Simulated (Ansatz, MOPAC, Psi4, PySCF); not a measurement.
Molecule: C$_{2}$H$_{3}$O, charge 0, multiplicity 2. SMILES: [C](=O)C
Structure (B3LYP-D3(BJ)/def2-TZVP (Ansatz, a program for electronic structure) minimum search):
```
C
H 1 1.0907
H 1 1.0907 2 107.26
H 1 1.0931 2 110.55 3 -120.60
C 1 1.5066 2 108.57 3 117.14
O 5 1.1781 1 128.79 2 121.85
```
Charge 0, spin multiplicity 2.

Wanted: size of the dipole moment, in D. Terms: non-relativistic; LANL2DZ all-electron up to Ne; spin-orbit terms left out; no dispersion term unless named; six Cartesian d functions in 6-31G* and its kin unless marked 5d; open shells spin-unrestricted; 6-311+G** with 5d. Ab initio and DFT rows: single points at B3LYP-D3(BJ) geometries (Ansatz). Semi-empirical rows: dipoles at the shared geometry.

| level | program | size of the dipole moment (D) |
|---|---|---|
| MNDO | MOPAC | 2.09 |
| SVWN5/6-31G* | Ansatz | 2.37 |
| PBE/LANL2DZ | Ansatz | 2.75 |
| PBE/6-311+G** | Ansatz | 2.52 |
| B3LYP/6-31G** | Ansatz | 2.42 |
| B3LYP/6-311+G** | Ansatz | 2.66 |
| PBE0/6-311+G** | Ansatz | 2.68 |
| wB97X-D/6-311+G** | Psi4 | 2.71 |
| B3PW91/6-31G* (5d) | PySCF | 2.44 |

No value to compare with is used here. The 9 habitual levels span 2.09 (MNDO) to 2.75 D (PBE/LANL2DZ).

The levels are drawn from those run, B3LYP/6-31G* more often than the rest, none by its result; runs whose electronic state is in doubt are left out.
